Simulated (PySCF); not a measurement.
Metal–ligand bonds in Zn(Cl)1–Y. All species are isolated molecules in the gas phase. One relaxed conformer stands for each flexible species; it need not be the lowest. Multiplicities are imposed; where one is given, others were not computed. Strings in code marks are SMILES.

These are r2SCAN-D4/def2-TZVP // r2SCAN-D4/def2-SVP run with PySCF values and carry that method's errors. All candidates: neutral, multiplicity 2. 

```json
{
 "dipole_moment": "1.71 D",
 "highest_occupied_spin_orbital": "-5.98 eV"
}
```

Say which member has these values.
(A) `C[N]C`
(B) `[SH]`
(C) `[OH]`
(D) `[NH2]`

A, `C[N]C`. The others give `[NH2]`: 1.96 D, -7.49 eV; `[OH]`: 1.76 D, -7.57 eV; `[SH]`: 0.91 D, -6.40 eV
